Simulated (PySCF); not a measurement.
Compound: tetrahydro-1,3,5-triazinium, C₃H₈N₃ (charge +1).
Geometry (PBE0-D3(BJ)/def2-SVP, Å), atoms numbered from 1 in this order:
```
atom  x, y, z in Å
C1     0.228    2.187    0.264
N2    -0.964    1.641    0.308
C3    -1.138    0.200    0.111
N4     0.091   -0.419    0.500
C5     1.232    0.046   -0.226
N6     1.307    1.493   -0.013
H7     0.325    3.261    0.450
H8    -1.767    2.228    0.511
H9    -1.953   -0.143    0.761
H10   -1.438    0.034   -0.945
H11    0.040   -1.426    0.601
H12    2.146   -0.412    0.176
H13    1.203   -0.137   -1.321
H14    2.204    1.967   -0.038
```

Method used: core-valence-separated Tamm–Dancoff BHandHLYP/aug-pcX-1 (pcseg-1 on H) in PySCF, non-relativistic, gas phase, PBE0-D3(BJ)/def2-SVP geometry. Absolute energies from this functional tend to lie a few eV below measured edges; no shift was applied.

The lowest roots of each edge with f over 0.003 (five at most, numbered afresh; weaker and dark ones are left out), with transition dipoles (au) in the frame of the coordinates:

```tsv
root	edge	E (eV)	μx	μy	μz
1	C	284.39	0.0138	-0.0210	0.1072
2	C	287.28	-0.0007	-0.0036	0.0213
3	C	287.90	0.0392	-0.0440	-0.0086
4	C	287.90	0.0266	0.0851	0.0031
5	C	288.29	-0.0545	0.0316	0.0105
6	N	399.26	0.0074	-0.0097	0.0577
7	N	399.26	-0.0069	0.0093	-0.0563
8	N	400.61	-0.0019	-0.0422	0.0065
9	N	401.63	-0.0531	-0.0038	0.0060
10	N	401.63	-0.0082	0.0355	0.0061
```

Task: What are the oscillator strengths?

Result: f = (2/3) ΔE |μ|², with ΔE in hartree (27.2114 eV):

```
root  ΔE (Eh)  |μ|² (au)      f  core hole on
   1  10.4512   0.012123  0.084            C1
   2  10.5575   0.000467  0.003         C3/C5
   3  10.5800   0.003547  0.025         C3/C5
   4  10.5802   0.007959  0.056         C3/C5
   5  10.5943   0.004079  0.029         C3/C5
   6  14.6724   0.003478  0.034         N2/N6
   7  14.6724   0.003304  0.032         N2/N6
   8  14.7223   0.001827  0.018            N4
   9  14.7595   0.002870  0.028         N2/N6
  10  14.7596   0.001365  0.013         N2/N6
```

Task: Molecules are fixed in this frame and the field points along y. What effective strengths 3 f cos²θ do the roots have (θ between field and μ)?

Result: root 1 (C1): 0.009, root 2 (C3/C5): 0.000, root 3 (C3/C5): 0.041, root 4 (C3/C5): 0.153, root 5 (C3/C5): 0.021, root 6 (N2/N6): 0.003, root 7 (N2/N6): 0.003, root 8 (N4): 0.053, root 9 (N2/N6): 0.000, root 10 (N2/N6): 0.037. Root 4 is the strongest. Averaged over all orientations cos²θ is 1/3, which gives f back. For degenerate partners only the sum has meaning, as the program may mix them freely.

One conformer stands for the species.
